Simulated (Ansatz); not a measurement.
## What a trial cell of CsAg relaxes into

The calculation used Ansatz 0.2.0, DFT PBE, scalar-relativistic, plane waves, PAW. Cutoff 420 eV, Γ-centred k mesh, Gaussian smearing, no spin polarisation in the final step.

CsAg was placed on the sites of a reported ScGa cell (Cmcm, No. 63), with Cs in place of Sc, Ag in place of Ga, at a guessed volume.

```
CELL_PARAMETERS angstrom
2.42917 -6.16352 0.00000
2.42917 6.16352 0.00000
0.00000 0.00000 4.70493
ATOMIC_POSITIONS crystal
Cs 0.86200 0.13800 0.75000
Cs 0.13800 0.86200 0.25000
Ag 0.58300 0.41700 0.75000
Ag 0.41700 0.58300 0.25000
```

Cell and atoms relax at zero pressure; the relaxation can't lower the symmetry of the start. After a coarse first stage the cell is made exact in the group found at 0.06 Å.

Energies over the elements count from the elements' standard structures at the same level, with no empirical corrections.

**Question.** Describe the relaxed structure.

**Answer.** It keeps Cmcm (No. 63). The result has the CrB (Cs on Cr sites) structure. Conventional cell: a = 5.425 Å, b = 13.355 Å, c = 5.158 Å. Cs has 2 Ag at 3.72 Å and 5 Ag at 3.96–4.13 Å (next Cs at 4.62 Å); around Ag lie 2 Ag at 2.87 Å.

Space group Cmcm (No. 63). a = 5.425 Å, b = 13.355 Å, c = 5.158 Å, α = 90.00°, β = 90.00°, γ = 90.00°
```
atom site symmetry x y z
  Cs    4c m2m  0.0000  0.1434  0.2500
  Ag    4c m2m  0.0000  0.4529  0.2500
```

**Question.** What are its volume, energy, density and gap?

**Answer.** The volume per atom is 46.71 Å³, the density is 4.28 g/cm³ and the energy over the elements is 0.011 eV/atom. The gap on the 8×8×8 mesh is 0.15 eV.

The final run used a 8×8×8 mesh on its 4-atom cell and 0.02 eV smearing. A structure relaxed within its symmetry needn't be a true minimum. The steps took about 2.8 core-minutes in all.